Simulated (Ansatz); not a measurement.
Geometry optimisation, Ansatz, RKS PBE0/def2-SVP.

Input:

```yaml
crystal:
  periodic: [false, false, false]
  atoms:
    - { symbol: B, position_ang: [-0.920629, -0.239692, 0.302042] }
    - { symbol: H, position_ang: [1.310288, 0.042965, 1.110815] }
    - { symbol: O, position_ang: [1.674711, 0.01111, 0.198651] }
    - { symbol: H, position_ang: [1.889286, -0.923952, 0.09789] }
    - { symbol: Cl, position_ang: [-1.347056, 0.157669, -1.317597] }
basis:
  gaussian: { orbitals: def2-SVP }
hamiltonian:
  xc: pbe0
relax:
  f_tol: 0.03
  max_steps: 50
output:
  orbitals: {}
```

Command:

```bash
$ ansatz run input.yaml --threads 1 --pin off --max-ram 2048MiB --backend cpu --events-out ev --progress --plain --runs-dir out
```

Question: Where does it end, and by what steps?

Answer: It converged. The force dipped under the threshold on the way, but the program's further checks kept it going. After 8 steps the energy has fallen by 0.008 eV; B1 moved furthest, 0.11 Å.

```
step  energy less start (eV)  largest force component (eV/Å)  accepted
   0                  0.0000                           0.747       yes
   1                 -0.0046                           0.184       yes
   2                 -0.0053                           0.285       yes
   3                 -0.0071                           0.125       yes
   4                 -0.0074                           0.052       yes
   5                 -0.0077                           0.020       yes
   6                 -0.0079                           0.134       yes
   7                 -0.0082                           0.035       yes
   8                 -0.0082                           0.018       yes
```

```xyz
5
Properties=species:S:1:pos:R:3
B -0.884 -0.340 0.283
H 1.384 0.116 1.113
O 1.607 0.006 0.179
H 1.797 -0.938 0.119
Cl -1.298 0.204 -1.301
```

Whether the end is a true minimum wasn't checked by a vibrational analysis.

Time of the run: 12 s on 1 thread of AMD EPYC 7R43 64-Core Processor (Zen 3), with other jobs on the host, peak memory 0.14 GiB.
